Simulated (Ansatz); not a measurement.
CsCl-type TlCl, treated with HSE06 (Ansatz, an electronic-structure program, plane waves, PAW).

Settings: plane-wave cutoff 460 eV, 8×8×8 k mesh, Fermi–Dirac smearing 0.01 eV, scalar-relativistic PAW data made under PBE.

Computed at the level's own relaxed cell.

Give the computed band gap, lattice parameter a, Γ–Γ gap, bulk modulus and pressure derivative B′ of the bulk modulus.


band gap: 2.95 eV (on the SCF k mesh)
lattice parameter a: 3.883 Å
Γ–Γ gap: 10.54 eV
bulk modulus: 22.8 GPa
pressure derivative B′ of the bulk modulus: 5.1

Measured, for comparison: lattice constant a 3.842 Å (temperature not stated, not corrected to a static lattice; as tabulated in Wikipedia's data pages). Computed (rounded) less measured: lattice constant a +1.1 %.

Spin–orbit coupling is not included; with these elements it can move the gap by several tenths of an eV or more.

Computed values are for the static lattice.
